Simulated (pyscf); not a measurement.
PySCF, gas phase, ωB97X-D3(BJ)/def2-SVP geometries.

**Question.** Cl–SnH(Cl)–Cl (SMILES [Cl][SnH]([Cl])[Cl]) + HF (SMILES F) → F–Sn(Cl)(Cl)–Cl (SMILES [F][Sn]([Cl])([Cl])[Cl]) + H₂ (SMILES [H][H])
Surface: singlet. Broken: H–Sn, F–H. Formed: F–Sn, H–H. Give ΔE‡ and ΔE from ωB97M-D3(BJ)/def2-TZVP, relative to the separated reactants.

**Answer.** ΔE‡ = 30.3 kcal/mol, ΔE = -5.0 kcal/mol. Zero-point energy shifts the barrier by -0.4 kcal/mol. It is a four-centre exchange, with an imaginary mode of 1242i cm⁻¹. On the reactant side the descent ends in a complex (not fully relaxed), 5.1 kcal/mol under the separated species and 34.4 kcal/mol under the saddle at ωB97X-D3(BJ)/def2-TZVP. This is the saddle that the search found; another between the same sides may lie lower. Elements past Kr carry the def2 core potentials, without spin-orbit coupling.
